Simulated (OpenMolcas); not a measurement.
# N₂⁺ at 1.109 Å: OpenMolcas input and output

Input (each module block was a call of its own in one work directory; start orbitals came from a preliminary run):

```
&GATEWAY
Coord
2
angstrom
N 0.0 0.0 0.0
N 0.0 0.0 1.1090
Basis=ANO-RCC-VTZP
Group=XY
RX2C
AMFI
ANGMom
0.0 0.0 0.0
RICD
&SEWARD
&GUESSORB
&RASSCF
FileOrb=$CurrDir/o21.orb
Symmetry=1
Spin=2
nActEl=9 0 0
Inactive=2 0
RAS2=4 4
CIRoot=2 2 1
Linear
Iterations=120 100
OrbListing=Nothing
PRWF=0.15
>>COPY $Project.RasOrb $CurrDir/o21.orb
>>COPY $Project.rasscf.h5 $CurrDir/r21.h5
&CASPT2
XMultistate=all
Imaginary=0.2
IPEA=0.25
MaxIter=40
>>COPY $Project.JobMix JOB001
&RASSCF
FileOrb=$CurrDir/o22.orb
Symmetry=2
Spin=2
nActEl=9 0 0
Inactive=2 0
RAS2=4 4
CIRoot=2 2 1
Linear
Iterations=120 100
OrbListing=Nothing
PRWF=0.15
>>COPY $Project.RasOrb $CurrDir/o22.orb
>>COPY $Project.rasscf.h5 $CurrDir/r22.h5
&CASPT2
XMultistate=all
Imaginary=0.2
IPEA=0.25
MaxIter=40
>>COPY $Project.JobMix JOB002
&RASSCF
FileOrb=$CurrDir/o41.orb
Symmetry=1
Spin=4
nActEl=9 0 0
Inactive=2 0
RAS2=4 4
CIRoot=4 4 1
Linear
Iterations=120 100
OrbListing=Nothing
PRWF=0.15
>>COPY $Project.RasOrb $CurrDir/o41.orb
>>COPY $Project.rasscf.h5 $CurrDir/r41.h5
&CASPT2
XMultistate=all
Imaginary=0.2
IPEA=0.25
MaxIter=40
>>COPY $Project.JobMix JOB003
&RASSCF
FileOrb=$CurrDir/o42.orb
Symmetry=2
Spin=4
nActEl=9 0 0
Inactive=2 0
RAS2=4 4
CIRoot=2 2 1
Linear
Iterations=120 100
OrbListing=Nothing
PRWF=0.15
>>COPY $Project.RasOrb $CurrDir/o42.orb
>>COPY $Project.rasscf.h5 $CurrDir/r42.h5
&CASPT2
XMultistate=all
Imaginary=0.2
IPEA=0.25
MaxIter=40
>>COPY $Project.JobMix JOB004
```

```bash
pymolcas m.inp
```

RASSCF and CASPT2 output of these blocks, in excerpt:

```
++    Wave function specifications:
      Number of closed shell electrons           4
      Number of electrons in active shells       9
      Number of inactive orbitals                2
      Number of active orbitals                  8
      Number of secondary orbitals              50
      Spin quantum number                      0.5
      State symmetry                             1
++    Orbital specifications:
      Symmetry species                           1   2
                                                 a   b
      Frozen orbitals                            0   0
      Inactive orbitals                          2   0
      Active orbitals                            4   4
      RAS2 orbitals                              4   4
      Secondary orbitals                        26  24
      Number of basis functions                 32  28
      printout of CI-coefficients larger than  0.15 for root  1
      energy=    -108.671194
      conf/sym  1111 2222     Coeff  Weight
           764  0u22 0022  -0.93548 0.87512
      printout of CI-coefficients larger than  0.15 for root  2
      energy=    -108.553025
      conf/sym  1111 2222     Coeff  Weight
           659  02u2 0022   0.89228 0.79617
           755  0u22 0u2d   0.23181 0.05374
           762  0u22 u0d2  -0.23181 0.05374
      Natural orbitals and occupation numbers for root  1
      sym 1:   0.019066   1.046947   1.927958   1.989047
      sym 2:   0.095901   0.095901   1.912590   1.912590
      Natural orbitals and occupation numbers for root  2
      sym 1:   0.024150   1.840763   1.142382   1.984315
      sym 2:   0.134082   0.134082   1.870113   1.870113
      RASSCF energy for state  2                   -108.55302536
::    RASSCF root number  1 Total energy:   -108.67119405
::    RASSCF root number  2 Total energy:   -108.55302536
      Von Neumann Entropy (Root   1) =  1.15530
++    Wave function specifications:
      Number of closed shell electrons           0
      Number of electrons in active shells       9
      Number of inactive orbitals                0
      Number of active orbitals                  8
      Number of secondary orbitals              50
      Spin quantum number                      0.5
      State symmetry                             1
      Number of CSFs                          1176
      Number of CASSCF root(s) available         2
      CASPT2 state passed to geometry opt.       2
      A file JOBMIX will be created
      This is a MULTI-STATE CASSCF reference
      Number of CI roots used                    2
      These are:                                 1   2
      Off-diagonal elements of Heff are computed
  FINAL CASPT2 RESULT:
      Reference energy:        -108.6711940477
      E2 (Non-variational):      -0.1877804993
      Shift correction:          -0.0005927974
      E2 (Variational):          -0.1883732967
      Total energy:            -108.8595673443
      Reference weight:           0.95640
  FINAL CASPT2 RESULT:
      Reference energy:        -108.5530253588
      E2 (Non-variational):      -0.1854972862
      Shift correction:          -0.0006953401
      E2 (Variational):          -0.1861926263
      Total energy:            -108.7392179851
      Reference weight:           0.95573
       Total XMS-CASPT2 energies:
::    XMS-CASPT2 Root  1     Total energy:   -108.85956734
::    XMS-CASPT2 Root  2     Total energy:   -108.73921799
++    Wave function specifications:
      Number of closed shell electrons           4
      Number of electrons in active shells       9
      Number of inactive orbitals                2
      Number of active orbitals                  8
      Number of secondary orbitals              50
      Spin quantum number                      0.5
      State symmetry                             2
      printout of CI-coefficients larger than  0.15 for root  1
      energy=    -108.616609
      conf/sym  1111 2222     Coeff  Weight
           204  0222 00u2   0.96435 0.92997
      printout of CI-coefficients larger than  0.15 for root  2
      energy=    -108.616609
      conf/sym  1111 2222     Coeff  Weight
           198  0222 002u  -0.96435 0.92997
      Natural orbitals and occupation numbers for root  1
      sym 1:   0.020457   1.978348   1.975373   1.986840
      sym 2:   0.043077   0.071024   0.988042   1.936839
      Natural orbitals and occupation numbers for root  2
      sym 1:   0.020457   1.978348   1.975373   1.986840
      sym 2:   0.071024   0.043077   1.936839   0.988042
      RASSCF energy for state  2                   -108.61660883
::    RASSCF root number  1 Total energy:   -108.61660883
::    RASSCF root number  2 Total energy:   -108.61660883
      Von Neumann Entropy (Root   1) =  0.94797
++    Wave function specifications:
      Number of closed shell electrons           0
      Number of electrons in active shells       9
      Number of inactive orbitals                0
      Number of active orbitals                  8
      Number of secondary orbitals              50
      Spin quantum number                      0.5
      State symmetry                             2
      Number of CSFs                          1176
      Number of CASSCF root(s) available         2
      CASPT2 state passed to geometry opt.       2
      A file JOBMIX will be created
      This is a MULTI-STATE CASSCF reference
      Number of CI roots used                    2
      These are:                                 1   2
      Off-diagonal elements of Heff are computed
  FINAL CASPT2 RESULT:
      Reference energy:        -108.6166088260
      E2 (Non-variational):      -0.1872137750
      Shift correction:          -0.0004925360
      E2 (Variational):          -0.1877063111
      Total energy:            -108.8043151371
      Reference weight:           0.95886
  FINAL CASPT2 RESULT:
      Reference energy:        -108.6166088259
      E2 (Non-variational):      -0.1872137752
      Shift correction:          -0.0004925360
      E2 (Variational):          -0.1877063112
      Total energy:            -108.8043151371
      Reference weight:           0.95886
       Total XMS-CASPT2 energies:
::    XMS-CASPT2 Root  1     Total energy:   -108.80431514
::    XMS-CASPT2 Root  2     Total energy:   -108.80431514
++    Wave function specifications:
      Number of closed shell electrons           4
      Number of electrons in active shells       9
      Number of inactive orbitals                2
      Number of active orbitals                  8
      Number of secondary orbitals              50
      Spin quantum number                      1.5
      State symmetry                             1
      printout of CI-coefficients larger than  0.15 for root  1
      energy=    -108.409744
      conf/sym  1111 2222     Coeff  Weight
           290  02u2 uudu   0.15560 0.02421
           340  0u22 0u2u   0.67266 0.45247
           343  0u22 u0u2  -0.67266 0.45247
      printout of CI-coefficients larger than  0.15 for root  2
      energy=    -108.347330
      conf/sym  1111 2222     Coeff  Weight
           340  0u22 0u2u  -0.67992 0.46230
           343  0u22 u0u2  -0.67992 0.46230
      printout of CI-coefficients larger than  0.15 for root  3
      energy=    -108.347330
      conf/sym  1111 2222     Coeff  Weight
           339  0u22 u02u   0.67992 0.46230
           344  0u22 0uu2  -0.67992 0.46230
      printout of CI-coefficients larger than  0.15 for root  4
      energy=    -108.319436
      conf/sym  1111 2222     Coeff  Weight
           339  0u22 u02u  -0.66863 0.44707
           344  0u22 0uu2  -0.66863 0.44707
      Natural orbitals and occupation numbers for root  1
      sym 1:   0.020490   1.039156   1.941173   1.988011
      sym 2:   0.554059   0.554059   1.451526   1.451526
      Natural orbitals and occupation numbers for root  2
      sym 1:   0.016859   1.038666   1.940311   1.991758
      sym 2:   0.543460   0.543460   1.462744   1.462744
      Natural orbitals and occupation numbers for root  3
      sym 1:   0.016859   1.038666   1.940311   1.991758
      sym 2:   0.543460   0.543460   1.462744   1.462744
      Natural orbitals and occupation numbers for root  4
      sym 1:   0.016980   1.026483   1.906735   1.983983
      sym 2:   0.555895   0.555895   1.477014   1.477014
      RASSCF energy for state  4                   -108.31943582
::    RASSCF root number  1 Total energy:   -108.40974356
::    RASSCF root number  2 Total energy:   -108.34732988
::    RASSCF root number  3 Total energy:   -108.34732988
::    RASSCF root number  4 Total energy:   -108.31943582
      Von Neumann Entropy (Root   1) =  2.30621
++    Wave function specifications:
      Number of closed shell electrons           0
      Number of electrons in active shells       9
      Number of inactive orbitals                0
      Number of active orbitals                  8
      Number of secondary orbitals              50
      Spin quantum number                      1.5
      State symmetry                             1
      Number of CSFs                           672
      Number of CASSCF root(s) available         4
      CASPT2 state passed to geometry opt.       4
      A file JOBMIX will be created
      This is a MULTI-STATE CASSCF reference
      Number of CI roots used                    4
      These are:                                 1   2   3   4
      Off-diagonal elements of Heff are computed
  FINAL CASPT2 RESULT:
      Reference energy:        -108.4097435552
      E2 (Non-variational):      -0.1988855835
      Shift correction:          -0.0007945718
      E2 (Variational):          -0.1996801553
      Total energy:            -108.6094237105
      Reference weight:           0.94997
  FINAL CASPT2 RESULT:
      Reference energy:        -108.3473298829
      E2 (Non-variational):      -0.2102906235
      Shift correction:          -0.0008544882
      E2 (Variational):          -0.2111451117
      Total energy:            -108.5584749946
      Reference weight:           0.94684
  FINAL CASPT2 RESULT:
      Reference energy:        -108.3473298829
      E2 (Non-variational):      -0.2103441441
      Shift correction:          -0.0008607123
      E2 (Variational):          -0.2112048564
      Total energy:            -108.5585347393
      Reference weight:           0.94673
  FINAL CASPT2 RESULT:
      Reference energy:        -108.3194358209
      E2 (Non-variational):      -0.2041704463
      Shift correction:          -0.0008553505
      E2 (Variational):          -0.2050257967
      Total energy:            -108.5244616176
      Reference weight:           0.94880
       Total XMS-CASPT2 energies:
::    XMS-CASPT2 Root  1     Total energy:   -108.60942371
::    XMS-CASPT2 Root  2     Total energy:   -108.55854656
::    XMS-CASPT2 Root  3     Total energy:   -108.55846318
::    XMS-CASPT2 Root  4     Total energy:   -108.52446161
++    Wave function specifications:
      Number of closed shell electrons           4
      Number of electrons in active shells       9
      Number of inactive orbitals                2
      Number of active orbitals                  8
      Number of secondary orbitals              50
      Spin quantum number                      1.5
      State symmetry                             2
      printout of CI-coefficients larger than  0.15 for root  1
      energy=    -108.315859
      conf/sym  1111 2222     Coeff  Weight
           623  0uu2 u022   0.63713 0.40593
           624  0uu2 0u22  -0.70338 0.49474
      printout of CI-coefficients larger than  0.15 for root  2
      energy=    -108.315859
      conf/sym  1111 2222     Coeff  Weight
           623  0uu2 u022  -0.70338 0.49474
           624  0uu2 0u22  -0.63713 0.40593
      Natural orbitals and occupation numbers for root  1
      sym 1:   0.015527   0.982573   1.020055   1.983543
      sym 2:   0.119227   1.021787   1.881034   1.976253
      Natural orbitals and occupation numbers for root  2
      sym 1:   0.015527   0.982573   1.020055   1.983543
      sym 2:   1.021787   0.119227   1.976253   1.881034
      RASSCF energy for state  2                   -108.31585886
::    RASSCF root number  1 Total energy:   -108.31585886
::    RASSCF root number  2 Total energy:   -108.31585886
      Von Neumann Entropy (Root   1) =  1.90317
++    Wave function specifications:
      Number of closed shell electrons           0
      Number of electrons in active shells       9
      Number of inactive orbitals                0
      Number of active orbitals                  8
      Number of secondary orbitals              50
      Spin quantum number                      1.5
      State symmetry                             2
      Number of CSFs                           672
      Number of CASSCF root(s) available         2
      CASPT2 state passed to geometry opt.       2
      A file JOBMIX will be created
      This is a MULTI-STATE CASSCF reference
      Number of CI roots used                    2
      These are:                                 1   2
      Off-diagonal elements of Heff are computed
  FINAL CASPT2 RESULT:
      Reference energy:        -108.3158588597
      E2 (Non-variational):      -0.1978589017
      Shift correction:          -0.0008291041
      E2 (Variational):          -0.1986880058
      Total energy:            -108.5145468655
      Reference weight:           0.94998
  FINAL CASPT2 RESULT:
      Reference energy:        -108.3158588593
      E2 (Non-variational):      -0.1978589017
      Shift correction:          -0.0008291041
      E2 (Variational):          -0.1986880059
      Total energy:            -108.5145468652
      Reference weight:           0.94998
       Total XMS-CASPT2 energies:
::    XMS-CASPT2 Root  1     Total energy:   -108.51454687
::    XMS-CASPT2 Root  2     Total energy:   -108.51454687
```

g and u states are not told apart. Only roots inside an energy window near the equilibrium distance were included, so the list of states is not complete; labels number the states computed. Each spin and symmetry block has orbitals of its own, averaged over its own roots, so gaps between blocks are less sure than gaps within one and near the minimum can be off by tenths of an eV, in bad cases by more. No Rydberg orbitals are active, so Rydberg states, and σ→σ* states whose orbital the CASSCF left unused, can be missing between those listed. CASPT2 splits the two components of degenerate states numerically, here by up to 18 cm⁻¹.
